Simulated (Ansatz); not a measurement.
`SBCl` at its PBE0-D4/def2-TZVP geometry, where that method's forces vanish. Total charge 0; spin multiplicity 1.

```
atom   x (Å)   y (Å)   z (Å)
  S1   1.243  -0.044  -0.505
  B2  -0.426  -0.188   0.095
 Cl3  -1.275  -1.693  -0.149
  H4   1.432   1.220  -0.094
  H5  -0.975   0.706   0.653
```

(1) For each bond, give half the difference of the two atoms' forces along it (eV/Å; positive pushes the atoms apart) under PBE-D4, r2SCAN-D4, B3LYP-D4, ωB97M-V in def2-TZVPP. (Estimate.)

Answers

(1) The calculation gave: 
| bond | length (Å) | PBE-D4 | r2SCAN-D4 | B3LYP-D4 | ωB97M-V |
| --- | --- | --- | --- | --- | --- |
| S1–B2 | 1.779 | 0.12 | 0.09 | 0.12 | 0.06 |
| S1–H4 | 1.343 | 0.25 | 0.01 | -0.04 | -0.11 |
| B2–Cl3 | 1.745 | 0.14 | 0.09 | 0.20 | 0.16 |
| B2–H5 | 1.189 | 0.03 | -0.09 | -0.21 | -0.21 |

B3LYP here is the variant with VWN-RPA as its local correlation; programs differ in this.

Computed with Ansatz.
